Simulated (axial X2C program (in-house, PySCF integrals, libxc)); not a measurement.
**CN: from Re and ωe to a spectrum**

A bond curve at the PBE0 level, two-component, was computed with an in-house relativistic program for diatomic molecules (basis N dyall-av3z [7s7p3d2f], C dyall-v3z [7s6p2d1f] (cores contracted in-house)) for the state Ω = 1/2 (⟨Sz⟩ = 0.50, ⟨Lz⟩ = 0.00 at PBE0). Its fit gives Re = 1.1598 Å, ωe = 2180.6 cm⁻¹, ωexe = 12.5 cm⁻¹ and αe = 1.635e-02 cm⁻¹; the masses are 14.0031 and 12.0000 u. Two-component means X2C with spin–orbit coupling and atomic mean-field Coulomb and Gaunt terms.

Task: Find the reduced mass, Be and the force constant.

Result: From the PBE0 values: μ = 6.4622 u. Be = 16.8576/(μ Re²) = 1.939 cm⁻¹. k = 5.8918×10⁻⁷ μ ωe² = 18.1 mdyn/Å.

Task: Where do the fundamental and the first overtone lie?

Result: ν(1←0) = ωe − 2ωexe = 2155.6 cm⁻¹; ν(2←0) = 2ωe − 6ωexe = 4286.2 cm⁻¹.

Task: Estimate the centrifugal constant by the Kratzer relation.

Result: D = 4Be³/ωe² = 6.14e-06 cm⁻¹.

Task: The dipole moment p changes by 1.90 D/Å at Re. What harmonic infrared intensity follows?

Result: I = 42.256 × (dp/dR)²/μ = 24 km/mol.

Task: Estimate De from a Morse curve and compare with the computed well depth of 7.735 eV to N + C.

Result: De(Morse) = ωe²/(4ωexe) = 11.791 eV against 7.735 eV computed, a ratio of 1.52. The extrapolation overshoots: the well softens faster than a Morse curve, or the lowest atomic limit lies below the one to which the curve heads.

One determinant describes the state; a PBE0 search over occupations chose it and may have missed a lower one. De is counted from the lowest determinant-based energies of the atoms at the same level, without counterpoise correction. Density functionals use the spin component along the axis (collinear). In 2c an atomic determinant is not the ground J level, so De misses part of the atomic spin–orbit lowering. This holds for PBE0. Without a current term, density functionals place determinants with orbital angular momentum somewhat too high.
